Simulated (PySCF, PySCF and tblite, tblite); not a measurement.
# piperazine (C4H10N2): a path driven as pyramidal inversion, and NMR exchange

The task here is to estimate one member of a computed series from the others.

Programs: PySCF 2.14.0 with density-fitted response routines of our own, and tblite 0.8.0. All values are computed, except where a source is named. Atoms count from 0 throughout.

## The starting structure

16 atoms, charge 0, multiplicity 1; geometry from: force field or distance geometry start.

Bonds of the start (Å): C0–C1 1.54, C0–H6 1.09, C0–H7 1.10, C0–N5 1.49, C1–H8 1.09, C1–H9 1.10, C1–N2 1.47, C3–C4 1.54, C3–H11 1.11, C3–H12 1.08, C4–H13 1.10, C4–H14 1.09, C4–N5 1.47, N2–C3 1.49, N2–H10 1.02, N5–H15 1.01.

The first run:

The job: settings as JSON, then the geometry in Å.

```
{"job": {"xc": "GFN2-xTB", "basis": "xTB", "kind": "relax"}, "charge": 0, "multiplicity": 1}
C      1.263200     0.669300     0.120700
C      1.138600    -0.830900    -0.202100
N     -0.079700    -1.447500     0.342100
C     -1.256400    -0.665000    -0.133600
C     -1.145600     0.833300     0.196200
N      0.083000     1.442800    -0.344900
H      2.155500     1.079000    -0.358600
H      1.382800     0.824100     1.206100
H      1.189100    -0.996900    -1.276000
H      2.001900    -1.360000     0.239100
H     -0.058600    -1.375400     1.355000
H     -2.159500    -1.079500     0.353000
H     -1.382700    -0.818500    -1.195300
H     -2.002800     1.357700    -0.240900
H     -1.188300     1.002000     1.275700
H      0.052000     1.374400    -1.348000
```

On the command line:

```bash
> OMP_NUM_THREADS=1 python ens_run.py task.json out
```

The driver reads the study from task.json and runs its stages one after another.

Steps of the session up to this table: GFN2-xTB relaxation, start minimum; Relaxed scan, inversion; Nudged elastic band, leg 1; Saddle search, leg 1; DFT refinement, start: B3LYP-D3(BJ)/def2-SVP; DFT refinement, end: B3LYP-D3(BJ)/def2-SVP; Shieldings, start: PBE0/pcSseg-1; Shieldings, saddle of leg 1: PBE0/pcSseg-1; Shieldings, end: PBE0/pcSseg-1; Barriers, rates and exchange; Shieldings, start: PBE0/pcSseg-1 in benzene; Single-point energy, saddle of leg 1: PBE0/pcSseg-1 in benzene; Shieldings, end: PBE0/pcSseg-1 in benzene; Second level: PBE0/pcSseg-1 + D3(BJ), IEF-PCM benzene.

One of the session's tables, all rows but one given; the rest of the session is left out.

Barriers by level (kcal/mol; entropies in cal/(mol K)). Zero-point and thermal terms come from xTB in every row. ΔG‡ leaves symmetry out; the rate counts equivalent paths (a factor of 2); effective ΔG‡, where given, is the barrier that would give that rate by Eyring's equation alone:

| level | ΔE‡ | with zero-point | ΔH‡ | ΔG‡ (298 K) | k at 298 K (1/s) |
| --- | --- | --- | --- | --- | --- |
| GFN2-xTB | 6.67 | 5.38 | 5.38 | 5.33 | 1.5e+09 |
| B3LYP-D3(BJ)/def2-SVP | 3.89 | 2.60 | 2.60 | 2.55 | 1.7e+11 |
| PBE0/pcSseg-1 + D3(BJ) | 4.18 | 2.89 | 2.89 | 2.85 | 1e+11 |
| PBE0/pcSseg-1 + D3(BJ), IEF-PCM benzene | ? | ? | ? | ? | ? |

Q: Estimate the row for PBE0/pcSseg-1 + D3(BJ), IEF-PCM benzene from the others.

The run gave: ΔE‡: 4.84; with zero-point: 3.55; ΔH‡: 3.55; ΔG‡ (298 K): 3.51; k at 298 K (1/s): 3.3e+10. In the column «ΔE‡» it lies between PBE0/pcSseg-1 + D3(BJ) (4.18) and GFN2-xTB (6.67).
